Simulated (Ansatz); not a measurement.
**Swapping H for CH3 on C: the HOMO–LUMO gap**

On one C centre that keeps F, n of the H ligands are replaced by CH3. The HOMO–LUMO gap y in eV at wB97X-V/def2-TZVPP. Shapes: PBE0-D4/def2-TZVP. Programs: Ansatz 0.2.0.

| molecule | n | y (eV) |
| --- | --- | --- |
| CH3F | 0 | 15.95 |
| C2H5F | 1 | 15.18 |
| C3H7F | 2 | ? |
| C4H9F | 3 | 14.48 |

Q: Fit y = c + s·n to the known rows and predict C3H7F.

A: 
1. Means of the 3 rows: n = 1.33333, y = 15.203.
2. Σ(Δn)² = 4.6667, Σ(Δn·Δy) = -2.1933, so the slope is -2.1933/4.6667 = -0.46999.
3. Intercept: 15.203 − (-0.46999) × 1.33333 = 15.830. The largest residual of the fit is 0.18.
4. C3H7F: 15.830 + (-0.46999) × 2 = 14.89 eV.

The run gave 14.79 eV, so the prediction is off by +0.10 eV, within the largest residual. The step per swap drifts from -0.77 to -0.31 eV. Other levels give for C3H7F: SPW92/def2-TZVPP 7.95; PBE-D4/def2-TZVPP 7.99; r2SCAN0-D4/def2-TZVPP 11.26 eV. Orbital gaps aren't excitation energies, and the LUMO depends on the basis.
